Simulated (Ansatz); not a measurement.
Input file:

```yaml
crystal:
  periodic: [false, false, false]
  atoms:
    - {symbol: C, position_ang: [0.000000, 0.074641, 1.489692]}
    - {symbol: Ga, position_ang: [0.000000, -0.035064, -0.299948]}
    - {symbol: H, position_ang: [0.000000, 1.025290, 2.022497]}
    - {symbol: H, position_ang: [0.000000, -0.793486, 2.143565]}
    - {symbol: H, position_ang: [0.000000, 1.304285, -1.168816]}
basis:
  gaussian: {orbitals: STO-3G}
magnetization: {spin_polarized: false, initial_magnetization: 2}
correlation: {active_space: {window: {electrons: 10, orbitals: 11}, states: [{multiplicity: 3, weights: [1, 1, 1]}, {multiplicity: 5, weights: [1]}], fixed_orbitals: true}}
```

```sh
$ ansatz run in.yaml --threads 1 --pin off --events-out ev --progress --plain --max-ram 2393MiB
```

Log:

```
362 factors; integrals over basis functions are off by at most 3.6e-8 eV
mean field evaluation 1: about -52786.4757 eV, gradient 1.8e1 eV
mean field evaluation 2: about -52786.5098 eV, gradient 1.8e1 eV
mean field evaluation 4: about -52787.9031 eV, gradient 5.1e0 eV
mean field evaluation 8: about -52787.8937 eV, gradient 5.1e-1 eV
mean field evaluation 16: about -52791.0866 eV, gradient 4.0e-2 eV
mean field evaluation 32: about -52790.8206 eV, gradient 6.5e-2 eV
mean field evaluation 64: about -52790.6464 eV, gradient 1.6e-1 eV
mean field evaluation 96: about -52790.7968 eV, gradient 9.2e-2 eV
mean field evaluation 128: about -52791.0678 eV, gradient 3.0e-1 eV
mean field evaluation 160: about -52791.0860 eV, gradient 2.1e-2 eV
mean field evaluation 192: about -52785.3884 eV, gradient 8.6e0 eV
mean field evaluation 224: about -52787.8687 eV, gradient 8.6e-2 eV
mean field evaluation 256: about -52791.0862 eV, gradient 1.2e-6 eV
mean field -52791.08616251 eV, -1940.0366333887 hartree, gradient 1.2e-6 eV, S^2 2.000000; 19 other end points of the search recorded, 0 dependent functions left out
reference -52791.08616251 eV, -1940.0366333887 hartree; 21, 19 occupied and 5, 7 virtual orbitals, 362 factors
state -52794.20648998 eV, -1940.1513033083 hartree
state -52792.45184697 eV, -1940.0868213671 hartree
state -52791.52455409 eV, -1940.0527439822 hartree
state -52791.64484414 eV, -1940.0571645602 hartree
Total energy: -52792.45693380 eV, -1940.0870083045 hartree
```

Natural occupations, averaged over the states: 1.9815 1.9798 1.9645 1.2325 1.1961 1.0048 0.5643 0.0339 0.0189 0.0152 0.0085.

Ran on 1 thread of Intel Xeon Platinum 8488C, shared host: 6.5 s wall, 0.11 GiB peak host memory.
